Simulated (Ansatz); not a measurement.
fcc Pd was calculated with HSE06-D3(BJ) (Ansatz, a first-principles code, PAW).

Settings: plane-wave cutoff 460 eV, 14×14×14 k mesh, Fermi–Dirac smearing 0.05 eV, scalar-relativistic PAW data made under PBE.

Energies at three volumes about the minimum:

```
V (Å³/atom)  E − E_lowest (meV/atom)
-----------  -----------------------
13.826                          6.52
14.180                          0.00
14.639                          8.69
```

**Question.** Fit a parabola by hand: where is the minimum, what lattice constant follows, and what is the bulk modulus?

**Answer.** Slopes: (0.00 − 6.52)/(14.180 − 13.826) = -18.418 and (8.69 − 0.00)/(14.639 − 14.180) = 18.932 meV/Å³. Curvature E″ = 2 × (18.932 − (-18.418))/(14.639 − 13.826) = 91.882 meV/Å⁶. From the middle of the first interval, the slope vanishes at V0 = 14.0030 − (-18.418)/91.882 = 14.203 Å³/atom. B = V0 E″ = 14.203 × 91.882 meV/Å³ × 0.1602 GPa per meV/Å³ = 209 GPa. With 4 atoms in the cube, a = (4 × 14.203)^(1/3) = 3.844 Å. The full Birch–Murnaghan fit to all volumes gives V0 = 14.191 Å³/atom and B0 = 211 GPa.

Measured, for comparison: bulk modulus 195 GPa (zero-point energy and finite temperature contributions removed, our sources range from 187 to 198; as tabulated in doi:10.1021/acs.jctc.3c00612); lattice constant a 3.876 Å (static lattice: zero-point anharmonic expansion removed; as tabulated in Mejia-Rodriguez and Trickey (2018), arXiv:1807.09216). Computed (rounded) less measured: bulk modulus +8 % (+7 % to +13 % over the range).
